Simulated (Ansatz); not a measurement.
# AlMgH (singlet): wave-function methods side by side at scale of all distances = 1.479, cc-pVDZ

One table from this session's results is given with a row withheld; the runs are named, their logs left out.

The runs use Ansatz 0.2.0, Gaussian basis; cc-pVDZ, core rule «outside noble gas», up to 10 orbitals frozen.

The runs, in order: UHF; CCSD(T) on RHF; CCSD(T) on UHF; BCCD(T) on RHF; CISD; CCSDT(Q) on RHF; CCSDT(Q) on UHF; CASSCF and MRCISD+Q, 2 electrons in 2 orbitals; CASSCF and NEVPT2, 2 electrons in 2 orbitals; CASSCF and MRCISD+Q, 6 electrons in 9 orbitals; CASSCF and NEVPT2, 6 electrons in 9 orbitals; Full CI.

12 further runs of the same task are left out: 2 for a known fault of the program, 7 that didn't finish, 3 set aside as unsound or not needed. Runs told in other sessions of the task aren't counted.

## The geometry

The geometry derives from a PBE0/def2-TZVP stationary point (not a proven minimum). All distances are scaled together.

3 atoms, charge 0, spin multiplicity 1.

Atoms are counted from 1 here; the program's logs count them from 0.

No contacts short enough for the rule that draws bonds.

Coordinates:

```mol
AlHMg
  3D, bonds by distance, orders not assigned

  3  0  0  0  0  0  0  0  0  0999 V2000
    0.0000   -0.0833    2.0077 Al  0  0
    0.0000    0.0007   -2.2699 Mg  0  0
    0.0000    2.2109    0.9890 H   0  0
M  END
```

The first run:

Input file in.yaml:

```yaml
crystal:
  periodic: [false, false, false]
  atoms:
    - {symbol: Al, position_ang: [0.000000, -0.083257, 2.007746]}
    - {symbol: Mg, position_ang: [0.000000, 0.000738, -2.269861]}
    - {symbol: H, position_ang: [0.000000, 2.210916, 0.989043]}
basis:
  gaussian: {orbitals: cc-pVDZ}
magnetization: {spin_polarized: true, initial_magnetization: 0}
hamiltonian: {xc: hf}
output: {orbitals: {seedname: orbitals}}
```

Launch:

```bash
ansatz run in.yaml --threads 1 --pin off --events-out ev --progress --plain --max-ram 2393MiB
```

Among the steps run: UHF; CCSD(T) on RHF; CCSD(T) on UHF; BCCD(T) on RHF; CISD; CCSDT(Q) on RHF; CCSDT(Q) on UHF; CASSCF and MRCISD+Q, 2 electrons in 2 orbitals; CASSCF and NEVPT2, 2 electrons in 2 orbitals; CASSCF and MRCISD+Q, 6 electrons in 9 orbitals; CASSCF and NEVPT2, 6 electrons in 9 orbitals; Full CI.

One table of the session follows, with a row left open; its other results are not shown here.

| method | from FCI (meV) |
| --- | --- |
| RHF | +3154.1 |
| UHF | +3119.2 |
| RMP2 | ? |
| CISD | +360.2 |
| RCCSD | +93.5 |
| RCCSD(T) | +26.9 |
| BCCD(T) | +28.2 |
| RCCSDT | +3.6 |
| RCCSDT(Q) | +0.5 |
| CASSCF pair | +2418.4 |
| NEVPT2 pair | +831.5 |
| MRCISD pair | +192.1 |
| MRCISD+Q pair | -85.4 |
| CASSCF valence | +794.8 |
| NEVPT2 valence | +292.3 |
| MRCISD valence | +51.1 |
| MRCISD+Q valence | +30.4 |
| FCI | 0 |

**Question.** Estimate the row for RMP2.

As computed: from FCI (meV): +1083.8. In the column «from FCI (meV)» it lies between NEVPT2 pair (+831.5) and CASSCF pair (+2418.4).

Not comparable, so not listed: CCSD(T) on UHF; CCSDT(Q) on UHF (they don't share determinant, frozen orbitals or solution with the rows shown, or repeat one).

Caveats from the session: MRCISD+Q pair falls below full CI: the +Q correction isn't variational, and the cores differ from full CI's.
